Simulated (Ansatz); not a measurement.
# Dissociation curves of SF2 (sulfur difluoride)

SF2: 3 atoms, total charge 0, spin state singlet. SMILES: `FSF`. The shape is that of a PBE0-D4/def2-TZVP optimisation.

```xyz
3

F     0.4401    1.1164    0.3654
S    -0.6020    0.1265   -0.3152
F     0.1618   -1.2430   -0.0502
```

The S2–F3 distance is scanned; the parts on either side stay rigid. Basis STO-3G, 7 core orbitals frozen in the correlated methods; program Ansatz 0.2.0. FCI is exact within this basis and core. Energies in eV from each method's value at 1.590 Å; methods without a U are spin-restricted; a dash marks a point that is missing or didn't converge. The shape above is that at 1.590 Å.

```json
{"distance (Å)": "1.590", "B3LYP": "0.00", "r2SCAN0": "0.00", "CCSDT": "0.00", "CCSDTQ": "0.00", "FCI": "0.00"}
{"distance (Å)": "1.988", "B3LYP": "0.62", "r2SCAN0": "0.91", "CCSDT": "0.37", "CCSDTQ": "0.37", "FCI": "0.37"}
{"distance (Å)": "2.386", "B3LYP": "2.64", "r2SCAN0": "3.12", "CCSDT": "1.40", "CCSDTQ": "1.38", "FCI": "1.38"}
{"distance (Å)": "3.181", "B3LYP": "4.96", "r2SCAN0": "5.57", "CCSDT": "1.84", "CCSDTQ": "1.81", "FCI": "1.81"}
{"distance (Å)": "3.976", "B3LYP": "5.50", "r2SCAN0": "6.13", "CCSDT": "1.85", "CCSDTQ": "–", "FCI": "1.81"}
```

Departure from the FCI curve at its largest: B3LYP +3.69 eV at 3.98 Å; r2SCAN0 +4.32 eV at 3.98 Å; CCSDT +0.04 eV at 3.98 Å; CCSDTQ within 0.005 eV. Restricted functionals keep the electrons paired too, and rise too high.
